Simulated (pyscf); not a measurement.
A first-order saddle from PySCF, ωB97X-D3(BJ)/def2-SVP:

```xyz
12

C     -3.0311     0.4670    -0.0097
Zn    -1.0952     0.2550     0.2239
N      0.4646    -0.9909    -0.2215
H     -3.3052     0.5207    -1.0775
H     -3.5855    -0.3861     0.4180
H     -3.4107     1.3824     0.4739
H      0.5305    -1.9151     0.2064
H      0.7865    -1.0966    -1.1843
N      0.5582     1.1342     1.0458
H      0.9357     0.0240     0.4621
H      0.9232     2.0093     0.6684
H      0.6672     1.1905     2.0590
```
Charge 0, spin multiplicity 1.

Surface: singlet, charge 0. Lowest wavenumbers (cm⁻¹): 1280i, 3, 115, 122, 270.

Problem. What reaction is this the transition state of?

Solution. H₃C–Zn–NH₂ + ammonia (NH₃) <-> H₃C–Zn–NH₂ + ammonia (NH₃), a four-centre exchange read from left to right: N–Zn, H–N broken and N–Zn, H–N formed. At ωB97M-D3(BJ)/def2-TZVP it lies +0.20 eV from the left side and +0.20 eV from the right (each side as separated species at their lowest minima found). On the reactant side the descent ends in an adduct with a N–Zn contact, 0.45 eV under the separated species and 0.61 eV under the saddle at ωB97X-D3(BJ)/def2-TZVP. On the product side the descent ends in an adduct with a N–Zn contact, 0.45 eV under the separated species and 0.61 eV under the saddle at ωB97X-D3(BJ)/def2-TZVP. What is counted as formed (N–Zn) is already present as a longer contact in the reactant adduct; forming that adduct is a step of its own. What is counted as broken (N–Zn) persists as a longer contact in the product adduct; parting that adduct is a step of its own. This is the saddle that the search found; another between the same sides may lie lower. Elements up to Kr have no core potential and no relativistic terms here.
